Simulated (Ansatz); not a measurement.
in.yaml

```yaml
crystal:
  periodic: [false, false, false]
  atoms:
    - {symbol: Cl, position_ang: [0.000000, -0.840515, 2.118041]}
    - {symbol: Ga, position_ang: [0.000000, 0.691492, 0.592878]}
    - {symbol: Ga, position_ang: [0.000000, -0.296113, -1.683627]}
    - {symbol: H, position_ang: [0.000000, 2.214155, 0.951803]}
basis:
  gaussian: {orbitals: 6-31G}
total_charge: 1
magnetization: {spin_polarized: false, initial_magnetization: 1}
hamiltonian: {xc: hf}
output: {forces: true, orbitals: {seedname: orbitals}}
```

```sh
$ ansatz run in.yaml --threads 1 --pin off --events-out ev --progress --plain --max-ram 2393MiB
```

Log:

```
675 factors; integrals over basis functions are off by at most 6.3e-4 eV
mean field evaluation 1: about -117159.7539 eV, gradient 2.5e1 eV
mean field evaluation 2: about -117159.7862 eV, gradient 2.5e1 eV
mean field evaluation 4: about -117163.1445 eV, gradient 2.6e0 eV
mean field evaluation 8: about -117163.3023 eV, gradient 6.7e-1 eV
mean field evaluation 16: about -117104.0140 eV, gradient 2.3e2 eV
mean field -117163.32376177 eV, -4305.6727320917 hartree, gradient 4.5e-5 eV, S^2 0.750000; 0 other end points of the search recorded, 0 dependent functions left out
the calculation of the forces begins
reference -117163.32376177 eV, -4305.6727320917 hartree; 40, 39 occupied and 33, 34 virtual orbitals, 675 factors
Total energy: -117163.32376177 eV, -4305.6727320917 hartree
Atom 0 at     0.000000    -0.840515     2.118041 Å, force     0.000000    -0.444816     0.167784 eV/Å
Atom 1 at     0.000000     0.691492     0.592878 Å, force    -0.000000     1.280228     1.542333 eV/Å
Atom 2 at     0.000000    -0.296113    -1.683627 Å, force    -0.000000    -0.660882    -1.443837 eV/Å
Atom 3 at     0.000000     2.214155     0.951803 Å, force     0.000000    -0.174531    -0.266280 eV/Å
Dipole moment:     0.000000     0.303635    -1.520270 e Å
```

Forces (eV/Å):
```
Cl   0.000 -0.445  0.168
Ga   0.000  1.280  1.542
Ga   0.000 -0.661 -1.444
H    0.000 -0.175 -0.266
```

Ran on 1 thread of Arm Neoverse V2, shared host: 2.3 s wall, 0.35 GiB peak host memory.
